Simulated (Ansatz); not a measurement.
# C4H6: small, medium and large basis sets

An exercise on one series of results from a longer session: the logs are not shown, and one member is left open.

The runs use Ansatz 0.2.0, Gaussian basis; one geometry, several basis sets.

Plan: PBE0-D4/def2-SVP; ωB97M-V/def2-SVP; PBE0-D4/def2-QZVPP; ωB97M-V/def2-QZVPP; the functionals' def2-TZVPP values are taken from earlier runs.

## The geometry

All runs share one geometry, relaxed beforehand with PBE0-D4 in a triple-zeta def2 set.

SMILES `C#CCC`, 10 atoms, charge 0, spin multiplicity 1.

Atoms are counted from 1 here; the program's logs count them from 0.

Bond lengths: C1–C2 1.201 Å, C1–H5 1.064 Å, C2–C3 1.453 Å, C3–C4 1.526 Å, C3–H6 1.095 Å, C3–H7 1.095 Å, C4–H8 1.092 Å, C4–H9 1.091 Å, C4–H10 1.091 Å. Angles: C2–C1–H5 179.6°, C1–C2–C3 178.9°, C2–C3–C4 112.9°, C2–C3–H6 108.8°, C2–C3–H7 108.8°, C4–C3–H6 110.0°, C4–C3–H7 110.0°, H6–C3–H7 106.2°, C3–C4–H8 110.4°, C3–C4–H9 110.8°, C3–C4–H10 110.8°, H8–C4–H9 108.4°, H8–C4–H10 108.4°, H9–C4–H10 107.9°.

Coordinates:

```
atom    x (Å)    y (Å)    z (Å)
  C1  -0.7051   1.6729  -1.3831
  C2  -0.0527   0.8840  -0.7558
  C3   0.7132  -0.0820   0.0140
  C4  -0.1670  -0.9964   0.8617
  H5  -1.2771   2.3750  -1.9418
  H6   1.3204  -0.6799  -0.6736
  H7   1.4188   0.4569   0.6550
  H8   0.4476  -1.7044   1.4212
  H9  -0.7576  -0.4160   1.5723
 H10  -0.8575  -1.5612   0.2331
```

The first run:

in.yaml

```yaml
crystal:
  periodic: [false, false, false]
  atoms:
    - {symbol: C, position_ang: [-0.705120, 1.672891, -1.383081]}
    - {symbol: C, position_ang: [-0.052710, 0.883968, -0.755842]}
    - {symbol: C, position_ang: [0.713204, -0.081951, 0.013991]}
    - {symbol: C, position_ang: [-0.167039, -0.996434, 0.861650]}
    - {symbol: H, position_ang: [-1.277070, 2.375036, -1.941814]}
    - {symbol: H, position_ang: [1.320419, -0.679944, -0.673641]}
    - {symbol: H, position_ang: [1.418807, 0.456898, 0.655013]}
    - {symbol: H, position_ang: [0.447580, -1.704386, 1.421245]}
    - {symbol: H, position_ang: [-0.757620, -0.416002, 1.572259]}
    - {symbol: H, position_ang: [-0.857451, -1.561176, 0.233119]}
basis:
  gaussian: {orbitals: def2-SVP}
hamiltonian: {xc: pbe0, dispersion: d4}
output: {orbitals: {seedname: orbitals}}
```

On the command line:

```sh
ansatz run in.yaml --threads 4 --pin off --events-out ev --progress --plain --max-ram 10444MiB
```

Steps of the session up to this table: PBE0-D4 in def2-SVP; ωB97M-V in def2-SVP; PBE0-D4 in def2-QZVPP; ωB97M-V in def2-QZVPP.

One of the session's tables, all rows but one given; the rest of the session is left out.

It belongs to the step «Density functionals: the series». 

| functional | basis | HOMO (eV) | LUMO (eV) |
| --- | --- | --- | --- |
| PBE0-D4 | def2-SVP | -7.59 | 1.37 |
| PBE0-D4 | def2-TZVPP | -7.66 | 0.96 |
| PBE0-D4 | def2-QZVPP | -7.68 | 0.59 |
| ωB97M-V | def2-SVP | ? | ? |
| ωB97M-V | def2-TZVPP | -9.94 | 2.55 |
| ωB97M-V | def2-QZVPP | -9.96 | 1.77 |

Q: Estimate the row for ωB97M-V, def2-SVP from the others.

The run gave: HOMO (eV): -9.87; LUMO (eV): 3.29. In the column «HOMO (eV)» it lies between ωB97M-V, def2-TZVPP (-9.94) and PBE0-D4, def2-QZVPP (-7.68).
